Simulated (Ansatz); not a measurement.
The same path of AlH6NS (9 atoms, charge 0, multiplicity 1) was run twice with different band settings.

The calculation used RKS PBE-D4/6-31G* (Ansatz 0.2.0).

Relaxed end points:

```xyz
9
Properties=species:S:1:pos:R:3
Al -0.397 -0.783 -0.421
N -0.328 1.154 0.345
H -1.236 -0.497 -1.763
H -1.015 -1.577 0.837
H 0.308 1.714 -0.240
S 1.802 -1.118 -0.812
H -1.243 1.625 0.358
H 0.050 1.173 1.301
H 2.058 -1.692 0.396
```

```xyz
9
Properties=species:S:1:pos:R:3
Al -0.416 -0.798 -0.370
N -0.333 1.159 0.363
H -1.392 -0.577 -1.628
H -0.870 -1.605 0.948
H 0.624 1.493 0.186
S 1.753 -1.051 -0.963
H -0.985 1.793 -0.116
H -0.511 1.224 1.373
H 2.130 -1.638 0.206
```

Common settings: movable images 5; climbing image yes; optimiser quadratic models (default); start path through a guess of the saddle point; force threshold 0.05 eV/Å; iteration limit 60; end points relaxed.

| run | spring |
| --- | --- |
| 1 | 5.0 eV/Å² |
| 2 | 50.0 eV/Å² |

(1) What does each run give, and how far can it be trusted?

Answers

(1) Run 1: converged after 12 iterations, highest image 0.007 eV above the first end. The highest image is an end point: on this band no image between the ends rises above it.
Run 2: converged after 15 iterations, highest image 0.007 eV above the first end. The highest image is an end point: on this band no image between the ends rises above it.
